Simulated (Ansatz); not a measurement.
Coupled-cluster diagnostics for Si3⁺, Ansatz.

Geometry of the doublet (B3LYP-D4/def2-TZVP):

Cartesian coordinates in Å:
```
Si 0.185 1.046 -1.354
Si 0.447 0.467 0.831
Si -0.632 -1.513 0.523
```

Correlated methods freeze 15 core orbitals. In CCSD on the charge 1 doublet the largest single amplitude is 0.24, so its Hartree–Fock determinant may place the open shell otherwise than the density functionals do. Another isomer (doublet) lies 0.47 eV lower at PBE0-D4/def2-TZVP; other spin states weren't run for this one.

Estimate the CCSD(T) correlation energy, the shares of MP2 and (T), T1 and the reference's ⟨S²⟩ for: charge 1, doublet, own geometry in def2-TZVPP; and the rough time on 4 threads of Arm Neoverse V1 on a shared host.


| state | basis | correlation (eV) | MP2 share (%) | (T) share (%) | T1 | ⟨S²⟩ (pure) | wall time | remarks |
| --- | --- | --- | --- | --- | --- | --- | --- | --- |
| charge 1, doublet, own geometry | def2-TZVPP | -8.451 | 73.7 | 7.6 | 0.105 | 1.49 (0.75) | 5 s | large T1 (0.105), spin-contaminated (⟨S²⟩ 1.49) |
Customary marks for T1 are 0.02 (closed shells), 0.045 (open shells) and about 0.05 (3d metals). T1 exceeds 0.02 in 1 of 1 rows and 0.045 in 1; the higher it lies, the less the single-reference result can be trusted.
